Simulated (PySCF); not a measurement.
Isomers of C2H3ClF2. Computed with PySCF 2.14.0, PBE0-D3(BJ)/def2-SVP geometry optimisation, gas phase. Energies are electronic, without zero-point or thermal terms, for one conformer each. No frequencies were run at this level. Point groups hold within 0.08 Å.

Task: Rank from lowest to highest electronic energy at this level (kJ/mol).
A. `[F:1][CH:2]([F:3])[CH2:4][Cl:5]` with F1–C2–C4–Cl5 67°
B. 1-chloro-1,1-difluoroethane (`CC(F)(F)Cl`)

Result: B (0.0), A (30.7).

```csv
SMILES,E (Eh),E rel (kJ/mol),dipole (D),point group,"A, B, C (MHz)"
CC(F)(F)Cl,-737.12840,0.0,2.10,Cs,"5280, 3242, 3153"
FC(F)CCl,-737.11671,30.7,1.44,C1,"9084, 2188, 1862"
```

Task: How do the relative energies change in single points at PBE0/pcSseg-1 (no added dispersion term) on the same geometries?

Result: 
```csv
SMILES,PBE0-D3(BJ)/def2-SVP (kJ/mol),PBE0/pcSseg-1 (kJ/mol),shift
CC(F)(F)Cl,0.0,0.0,0.0
FC(F)CCl,30.7,24.1,-6.6
```

Each column counts from its own lowest isomer. The order is unchanged; the largest shift is 6.6 kJ/mol.

Task: As an exercise, what shares would exp(−E/RT) give at 2000 K from these electronic energies alone (no entropy, no degeneracies)?

Result: RT = 16.629 kJ/mol: CC(F)(F)Cl 86.4 %, FC(F)CCl 13.6 %.
